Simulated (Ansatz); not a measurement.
# (H3Si)2S (Si₂H₆S): structure and electronic state

Aim: characterise (H3Si)2S (Si₂H₆S) as a singlet: its structure, frontier levels and distribution of charge.

Computed with Ansatz 0.2.0, Gaussian basis. Level: RKS PBE0-D4/def2-TZVP.

Levels to be run: relaxation at PBE-D4/def2-TZVP; a search for the lowest solution at PBE0-D4/def2-SVP; a single point at PBE0-D4/def2-TZVP.

**1. Where the work starts**

9 atoms, charge 0, spin multiplicity 1.

Atoms are counted from 1 here; the program's logs count them from 0.

Bond lengths: Si1–H2 1.458 Å, Si1–H3 1.459 Å, Si1–H4 1.451 Å, Si1–S5 2.145 Å, S5–Si6 2.145 Å, Si6–H7 1.458 Å, Si6–H8 1.458 Å, Si6–H9 1.451 Å. Angles: H2–Si1–H3 110.4°, H2–Si1–H4 113.0°, H2–Si1–S5 108.4°, H3–Si1–H4 113.0°, H3–Si1–S5 108.4°, H4–Si1–S5 103.1°, Si1–S5–Si6 104.1°, S5–Si6–H7 108.4°, S5–Si6–H8 108.5°, S5–Si6–H9 103.2°, H7–Si6–H8 110.4°, H7–Si6–H9 113.0°, H8–Si6–H9 113.0°.

As a file:

```
atom     x (Å)     y (Å)     z (Å)
 Si1   1.03756  -1.28439   0.36729
  H2   1.55447  -0.48431   1.47135
  H3   1.73425  -0.95231  -0.87034
  H4   1.03351  -2.70757   0.65113
  S5  -1.04439  -0.83083   0.11712
 Si6  -1.06867   1.25966  -0.36334
  H7  -0.29999   1.45991  -1.58618
  H8  -0.46504   1.99555   0.74168
  H9  -2.48171   1.54429  -0.52871
```

The start is a GFN2-xTB geometry.

**2. Optimising with PBE-D4/def2-TZVP**

File in.yaml:

```yaml
crystal:
  periodic: [false, false, false]
  atoms:
    - {symbol: Si, position_ang: [1.037560, -1.284390, 0.367290]}
    - {symbol: H, position_ang: [1.554470, -0.484310, 1.471350]}
    - {symbol: H, position_ang: [1.734250, -0.952310, -0.870340]}
    - {symbol: H, position_ang: [1.033510, -2.707570, 0.651130]}
    - {symbol: S, position_ang: [-1.044390, -0.830830, 0.117120]}
    - {symbol: Si, position_ang: [-1.068670, 1.259660, -0.363340]}
    - {symbol: H, position_ang: [-0.299990, 1.459910, -1.586180]}
    - {symbol: H, position_ang: [-0.465040, 1.995550, 0.741680]}
    - {symbol: H, position_ang: [-2.481710, 1.544290, -0.528710]}
basis:
  gaussian: {orbitals: def2-TZVP}
hamiltonian: {xc: pbe, dispersion: d4}
scf: {lower_state_search: "off"}
output: {orbitals: {seedname: orbitals}}
relax: {f_tol: 0.02, max_steps: 100}
```

Run with:

```sh
ansatz run in.yaml --threads 2 --pin off --events-out ev --progress --plain --max-ram 4352MiB
```

Further steps of the session: Searching for the lowest solution, PBE0-D4/def2-SVP; Single point, PBE0-D4/def2-TZVP.

Before running them: what should the planned runs give, taken together? Wanted: point group; commonest bond, hydrogen aside; HOMO, LUMO at PBE0-D4/def2-TZVP; dipole at PBE-D4/def2-TZVP.

As calculated:

| quantity | value |
| --- | --- |
| point group | C2v |
| commonest bond, hydrogen aside | S–Si, 2 of mean length 2.151 Å |
| HOMO, LUMO at PBE0-D4/def2-TZVP | -7.53, -0.26 eV |
| dipole at PBE-D4/def2-TZVP | 0.80 D |

In words: The molecule keeps its bonding pattern by the stored test; the atoms moved 0.08 Å (rms). No usable vibrations, so a minimum isn't proven.
